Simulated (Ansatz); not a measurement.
# C4H8Cl2: how energies converge with the basis set

Aim: see how fast density functionals converge with the basis set for C4H8Cl2.

Program: Ansatz 0.2.0, Gaussian basis. Level of theory: one geometry, several basis sets. These are calculated values, not measurements.

Levels to be run: PBE0-D4/def2-SVP; ωB97M-V/def2-SVP; PBE0-D4/def2-QZVPP; ωB97M-V/def2-QZVPP; the functionals' def2-TZVPP values are taken from earlier runs.

### Step 1. The relaxed structure

All runs share one geometry, relaxed beforehand with PBE0-D4 in a triple-zeta def2 set.

SMILES `CCC(Cl)CCl`, 14 atoms, charge 0, spin multiplicity 1.

Atoms are counted from 1 here; the program's logs count them from 0.

Bond lengths: C1–C2 1.517 Å, C1–H7 1.092 Å, C1–H8 1.091 Å, C1–H9 1.093 Å, C2–C3 1.519 Å, C2–H10 1.095 Å, C2–H11 1.096 Å, C3–Cl4 1.792 Å, C3–C5 1.510 Å, C3–H12 1.092 Å, C5–Cl6 1.775 Å, C5–H13 1.091 Å, C5–H14 1.090 Å. Angles: C2–C1–H7 110.6°, C2–C1–H8 111.1°, C2–C1–H9 111.1°, H7–C1–H8 108.1°, H7–C1–H9 107.8°, H8–C1–H9 108.0°, C1–C2–C3 114.0°, C1–C2–H10 110.4°, C1–C2–H11 109.6°, C3–C2–H10 108.8°, C3–C2–H11 107.1°, H10–C2–H11 106.8°, C2–C3–Cl4 110.5°, C2–C3–C5 111.0°, C2–C3–H12 110.5°, Cl4–C3–C5 109.8°, Cl4–C3–H12 105.3°, C5–C3–H12 109.7° and more.

### Step 2. PBE0-D4 in def2-SVP

in.yaml reads:

```yaml
crystal:
  periodic: [false, false, false]
  atoms:
    - {symbol: C, position_ang: [-0.096788, -1.705814, 0.997106]}
    - {symbol: C, position_ang: [0.336367, -0.726859, -0.077758]}
    - {symbol: C, position_ang: [-0.295296, 0.648349, 0.049440]}
    - {symbol: Cl, position_ang: [-2.074106, 0.539804, -0.135781]}
    - {symbol: C, position_ang: [0.268713, 1.600526, -0.978291]}
    - {symbol: Cl, position_ang: [-0.244308, 3.280596, -0.725063]}
    - {symbol: H, position_ang: [0.415003, -2.662144, 0.874633]}
    - {symbol: H, position_ang: [-1.171300, -1.888145, 0.952963]}
    - {symbol: H, position_ang: [0.139744, -1.324813, 1.994106]}
    - {symbol: H, position_ang: [0.112252, -1.127973, -1.071369]}
    - {symbol: H, position_ang: [1.422945, -0.587491, -0.030833]}
    - {symbol: H, position_ang: [-0.133950, 1.051250, 1.051410]}
    - {symbol: H, position_ang: [1.357877, 1.591196, -0.917138]}
    - {symbol: H, position_ang: [-0.037153, 1.311530, -1.983435]}
basis:
  gaussian: {orbitals: def2-SVP}
hamiltonian: {xc: pbe0, dispersion: d4}
output: {orbitals: {seedname: orbitals}}
```

Launch:

```bash
$ ansatz run in.yaml --threads 2 --pin off --events-out ev --progress --plain --max-ram 32768MiB --backend cpu
```

Further steps of the session: ωB97M-V in def2-SVP; PBE0-D4 in def2-QZVPP; ωB97M-V in def2-QZVPP.

**Question.** What will the summary of the whole plan be? Wanted: PBE0-D4: double and triple zeta above quadruple; ωB97M-V: double and triple zeta above quadruple.

The runs gave:

| quantity | value |
| --- | --- |
| PBE0-D4: double and triple zeta above quadruple | 14.30, 0.98 eV |
| ωB97M-V: double and triple zeta above quadruple | 14.46, 0.95 eV |

What this shows: PBE0-D4 gains 13.33 eV from double to triple zeta, then 0.98 eV more. Total energies overstate the basis error of differences, where much of it tends to cancel. The LUMO of ωB97M-V is positive and keeps falling with the basis (3.03 to 1.71 eV): an unbound level that the basis holds in place.
